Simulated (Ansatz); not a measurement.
InH₂⁻, singlet: stretch scan

Starting geometry (PBE0/def2-TZVPD stationary point for this spin, not checked as a minimum):

```xyz
3

In    0.0000   -0.0225    0.0000
H     0.0000    1.2795   -1.3648
H     0.0000    1.2795    1.3648
```

From there H3 moves along the line of the two atoms named below, all else staying in place; atoms are numbered as listed. Energies are in kcal/mol, counted from the starting geometry at the same level.

Basis def2-TZVPD with its core potentials; Ansatz 0.2.0. Correlated methods freeze the noble-gas cores and the filled d shells of p-block atoms. R marks a restricted (for open shells ROHF) determinant. Active spaces: valence = (6e, 6o) chosen from the atoms' valence shells. No spin–orbit coupling is included; scalar relativity enters through the core potentials alone.

Runs in a small pair space aren't shown, since their orbitals change along the scan.

Full CI isn't at hand for all of this; RCCSDTQ serves as the reference, and is uncertain by the last step of the cluster series or more.

```tsv
distance In1-H3 (Å)	RCCSDTQ	error RHF	error RCCSD(T)	error BCCD(T)	error RCCSDT	error RCCSDT(Q)	error NEVPT2 (valence space)
1.671	5.4	-0.5	0.0	0.0	0.0	0.0	0.2
1.886	0.0	0.0	0.0	0.0	0.0	0.0	0.0
2.119	2.2	0.6	0.0	0.0	0.0	0.0	-0.2
2.584	13.2	1.4	0.1	0.1	0.0	0.0	-0.5
3.543	32.1	1.6	0.1	0.2	0.0	0.0	-0.5
5.083	48.3	-0.2	0.1	0.2	0.0	0.0	4.6
```

Errors are those of relative energies. In total energy the starting point itself misses RCCSDTQ by: RHF 69.1, RCCSD(T) 0.5, BCCD(T) 0.5, RCCSDT 0.1, RCCSDT(Q) 0.0, NEVPT2 (valence space) 14.2 kcal/mol.

Spread of the error over the points with a reference, to 5.083 Å (largest less smallest): RCCSDT 0.0, RCCSDT(Q) 0.0, RCCSD(T) 0.2, BCCD(T) 0.2, RHF 2.2, NEVPT2 (valence space) 5.1 kcal/mol.

Going outwards, the relative energy of NEVPT2 (valence space) first misses by more than 1.0 kcal/mol at 5.083 Å.
